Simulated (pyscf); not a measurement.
Thermochemistry of product channels of `[SiH2][O][SiH3]` [doublet] on the doublet surface, in kJ/mol, from ωB97M-D3(BJ)/def2-TZVP energies (ideal gas, 1 atm, RRHO with modes under 100 cm⁻¹ raised to 100, one conformer, R ln 2 for rigid chiral ones). Optimised with ωB97X-D3(BJ)/def2-SVP in PySCF.

| products | ΔE | ΔH(298 K) | ΔG(298 K) | ΔG(600 K) |
|---|---|---|---|---|
| `[OH][SiH2][SiH2]` [doublet] | [?] | +96.3 | +96.1 | +94.8 |
| `[O]1[SiH][SiH2]1` [doublet] + `[H][H]` | +206.0 | +192.6 | +162.9 | +131.4 |

Problem. What belongs in the gaps?

Solution. 
- `[OH][SiH2][SiH2]` [doublet], ΔE: +93.2

These are energies of the channels, which say nothing of barriers.
